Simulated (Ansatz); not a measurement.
A nudged elastic band was laid between two geometries of C₂H₄NO (8 atoms, charge -1, multiplicity 1).

These are results of Ansatz, RKS B3LYP-D4/def2-SVP, not measurements.

```yaml
movable_images: 5
climbing_image: yes
spring: 5.0 eV/Å²
optimiser: quadratic models (default)
start_path: through a guess of the saddle point
force_threshold: 0.05 eV/Å
iteration_limit: 60
end_points: relaxed
```

Image 0:

```xyz
8
Properties=species:S:1:pos:R:3
C -0.188 0.886 0.550
O 1.021 0.189 0.391
C 1.022 -1.007 -0.417
N -0.175 -1.236 -0.879
H -0.985 0.266 1.013
H 0.007 1.766 1.196
H -0.617 1.230 -0.414
H -0.086 -2.093 -1.440
```

Image 6:

```xyz
8
Properties=species:S:1:pos:R:3
C -0.220 0.950 0.414
O 0.825 0.589 -0.452
C 0.915 -0.787 -0.882
N -0.052 -1.484 -0.354
H -1.224 0.748 -0.016
H -0.200 0.389 1.371
H -0.127 2.034 0.626
H 0.083 -2.440 -0.707
```

Task: Which bonds break or form, and what moves?

Result: No bond is made or broken.  The two ends are copies of one structure, up to a mirror image or an exchange of like atoms.

Task: Give the energies along the band, and the barrier.

Result: The run converged. The highest image is number 3 of 0 to 6, 0.060 eV above the ends, which have the same energy within 2 meV. A vibrational analysis at the climbing image gives one clearly imaginary mode, 129i cm⁻¹: a first-order saddle point. Limits of this set-up: an anion without diffuse functions, the dipole of an ion depends on the origin.

| image | path coordinate (Å) | energy (eV) |
| --- | --- | --- |
| 0 | 0.00 | 0.000 |
| 1 | 0.51 | 0.019 |
| 2 | 1.01 | 0.049 |
| 3 | 1.52 | 0.060 |
| 4 | 2.02 | 0.049 |
| 5 | 2.52 | 0.019 |
| 6 | 3.03 | 0.000 |

Task: What is the geometry of the highest image?

Result: 
```xyz
8
Properties=species:S:1:pos:R:3
C -0.210 0.979 0.422
O 1.014 0.384 0.066
C 1.040 -0.965 -0.491
N -0.157 -1.460 -0.585
H -1.047 0.288 0.214
H -0.228 1.247 1.503
H -0.377 1.925 -0.142
H -0.034 -2.397 -0.987
```

Task: What are the harmonic wavenumbers there?

Result: 129i, 273, 386, 678, 738, 832, 981, 1147, 1152, 1225, 1383, 1460, 1472, 1542, 2897, 2923, 3043, 3392 cm⁻¹.

Run time: 89 s on 1 thread of Intel(R) Xeon(R) Platinum 8488C (Sapphire Rapids), with other jobs on the host, peak memory 0.18 GiB.
